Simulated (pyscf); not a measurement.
PySCF, gas phase, ωB97X-D3(BJ)/def2-SVP geometries.

Problem. For the elementary gas-phase step SH• + hydrogen (H₂) -> H₂S + H atom (H•) (doublet surface; H–H broken, H–S formed), what barrier and reaction energy does ωB97M-D3(BJ)/def2-TZVP give, measured from the separated reactants?

Solution. ΔE‡ = 70.0 kJ/mol, ΔE = +53.0 kJ/mol. Zero-point energy shifts the barrier by -4.8 kJ/mol. It is a hydrogen abstraction, with an imaginary mode of 1003i cm⁻¹. One saddle was located; it need not be the lowest between these sides. The angle at the transferred H is 174°. Left out: the spin-orbit lowering of SH.
